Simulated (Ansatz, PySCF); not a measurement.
This Ansatz (a program for electronic structure) input computes a CCSD(T)/cc-pVDZ energy:

Ansatz 0.2 input:
```yaml
crystal:
  periodic: [false, false, false]
  atoms:
    - {symbol: C, position_ang: [-0.01831353, -0.22571553, 1.21152738]}
    - {symbol: N, position_ang: [-0.01645639, 0.58055635, 0.00241189]}
    - {symbol: C, position_ang: [-0.04281511, -0.21633908, -1.21261938]}
    - {symbol: H, position_ang: [0.79457957, -0.96984525, 1.25371388]}
    - {symbol: H, position_ang: [0.06101238, 0.42028397, 2.08676885]}
    - {symbol: H, position_ang: [-0.96384423, -0.76890494, 1.28362309]}
    - {symbol: H, position_ang: [0.79201558, 1.18956731, -0.00340397]}
    - {symbol: H, position_ang: [0.76900106, -0.96005667, -1.27698220]}
    - {symbol: H, position_ang: [0.01885451, 0.43641726, -2.08426242]}
    - {symbol: H, position_ang: [-0.98965234, -0.75902850, -1.26978846]}
basis:
  gaussian:
    orbitals: cc-pVDZ
magnetization: {spin_polarized: false}
correlation: {method: ccsd_t, electrons: outside_noble_gas}
```

Write an input for the same energy in PySCF and say what it gives.


```python
from pyscf import gto, scf, mp, cc as ccmod

mol = gto.M(
    atom='''
    C    -0.01831353   -0.22571553    1.21152738
    N    -0.01645639    0.58055635    0.00241189
    C    -0.04281511   -0.21633908   -1.21261938
    H     0.79457957   -0.96984525    1.25371388
    H     0.06101238    0.42028397    2.08676885
    H    -0.96384423   -0.76890494    1.28362309
    H     0.79201558    1.18956731   -0.00340397
    H     0.76900106   -0.96005667   -1.27698220
    H     0.01885451    0.43641726   -2.08426242
    H    -0.98965234   -0.75902850   -1.26978846
    ''',
    basis='cc-pvdz',
    charge=0,
    spin=0,
    verbose=4,
)

mf = scf.RHF(mol)
mf.conv_tol = 1e-10
mf.max_cycle = 100
mf.kernel()
mp2 = mp.MP2(mf, frozen=3).run()
cc = ccmod.CCSD(mf, frozen=3)
cc.max_cycle = 100
cc.kernel()
et = cc.ccsd_t()
print(f'E(CCSD(T)) = {cc.e_tot + et:.9f}')
```
It gives -134.77584 Eh, and Ansatz -134.77584 Eh, a difference of 0.00 mEh.
